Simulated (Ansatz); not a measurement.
One stationary structure of Sn. Space group Fd-3m (No. 227), diamond type. All values below come from PBEsol (plane waves to 420 eV, PAW, scalar-relativistic; Ansatz, a quantum-chemistry and plane-wave program).

```xyz
2
Lattice="0.0000 3.2705 3.2705 3.2705 0.0000 3.2705 3.2705 3.2705 0.0000" Properties=species:S:1:pos:R:3 pbc="T T T"
Sn     1.6352     1.6352     1.6352
Sn     0.0000     0.0000     0.0000
```

For Sn, the volume per atom is 34.98 Å³. The band gap is no gap (metallic) and the shortest distances comes out as Sn–Sn 2.83 Å. The k-mesh comes out as 12×12×12.

Band energies at high-symmetry points (eV from the Fermi level; labels of this space group; no spin-orbit coupling), from −5 eV up to 1.9 eV:

| point | energies |
|---|---|
| Γ | -0.84 0.10 0.10 0.10 |
| X | -2.38 -2.38 0.80 0.80 |
| U | -3.27 -2.03 1.07 |
| K | -3.27 -2.03 1.07 |
| L | -1.07 -1.07 -0.09 |
| W | -2.95 -2.95 |

No spin polarisation in the result.

Measured for Sn: a 6.477 Å (static lattice; corrected from measurement; as listed in Daniel Mejia-Rodriguez, S. B. Trickey, Phys. Rev. B (2018)). Computed minus measured — a: PBEsol +1.0 %. The computed values are for a static lattice.

The run could not lose the symmetry of its start.

All atoms sit on sites fixed by symmetry, so only the cell could relax.
